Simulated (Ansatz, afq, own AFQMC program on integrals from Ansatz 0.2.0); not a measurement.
# Al2, singlet → Al2⁺, doublet

```xyz
2

Al    0.0000    0.0000    0.0000
Al    0.0000    0.0000    3.0310
```

E(doublet, charge +1) − E(singlet, charge +0) at this geometry, on RHF and UHF determinants.

Basis cc-pVDZ. Only valence electrons are correlated. AFQMC by an in-house program on the Cholesky factors that Ansatz 0.2.0 writes for its CCSD(T) run. ph-AFQMC/CISD is guided by a CISD state made of CCSD amplitudes; releasing the constraint for a short imaginary time cuts its bias at the price of noise, slowly where states lie close. Uncertainties: one standard error, sampling alone. The errors of all members are added in quadrature.

Full CI on the same integrals is exact in this basis and with this determinant's frozen core.

The best estimate is CCSD(T) at the basis-set limit (CBS: def2-TZVPP and def2-QZVPP, with their diffuse functions for anions and beside diffuse sets, CCSD(T) itself extrapolated) plus the step from CCSD(T) to full CI in cc-pVDZ. Rows without CBS are in cc-pVDZ; B2PLYP and the wave-function rows carry a basis error of their own. Core correlation and relativity beyond core potentials are missing, and ± holds the sampling alone.

Cautions: Al₂ (singlet): higher spins were not checked, restricted determinant unstable towards unrestricted (UHF 590 meV lower, ⟨S²⟩ 1.13), the released energy hasn't reached full CI (28 meV above it at 1.62 1/Eh, later times being too noisy to tell), so no released level is given (meV from the phaseless value at times in 1/Eh: -10 ± 8 at 0.24, -16 ± 7 at 0.51, -24 ± 7 at 0.99, -16 ± 8 at 1.62, -19 ± 14 at 2.40), CCSDTQ on the UHF determinant differs (230 meV lower), perhaps since the unrestricted series falls towards higher spin, its ph-AFQMC/CISD value lies 44 ± 7 meV above full CI; Al₂⁺ (doublet): unrestricted determinant slightly spin contaminated (⟨S²⟩ 0.81 against 0.75).

Best estimate: 132.5 kcal/mol.

```csv
level,vertical ionization energy (kcal/mol),error against the best estimate (kcal/mol)
HF,105.9,-26.6
MP2,120.8,-11.7
CCSD,124.7,-7.9
CCSD(T),125.8,-6.8
CCSDT,126.1,-6.4
CCSDT(Q),126.4,-6.2
ph-AFQMC/CISD,125.6 ± 0.2,-6.9 ± 0.2
FCI,126.5,-6.0
HF/CBS,105.9,-26.6
MP2/CBS,127.5,-5.1
CCSD(T)/CBS,131.8,-0.8
```

Correlation beyond CCSD(T) adds 0.8 kcal/mol. Going to the basis-set limit adds 6.0 kcal/mol at CCSD(T). The perturbative (T) step is worth +1.1 kcal/mol.

Best estimates are given only where the step beyond CCSD(T) is under 0.3 eV and no member's determinant is very poor (T1 over 0.05, or 0.07 for open shells, ⟨S²⟩ too high by 0.3, two states mixed), so the hardest cases are missing from such tables.

CCSDT and higher add their correlation energy to the determinant of the CCSD(T) run, since their own runs factorise the integrals more tightly (a shift of under 2 meV). Each member of a difference takes its own highest rung, so a best estimate needn't equal the limit plus the step of one row. A walk keeps the symmetry of its determinant, which the program's search chose and which needn't be the lowest solution, so a lower state of the same spin and another symmetry isn't excluded.
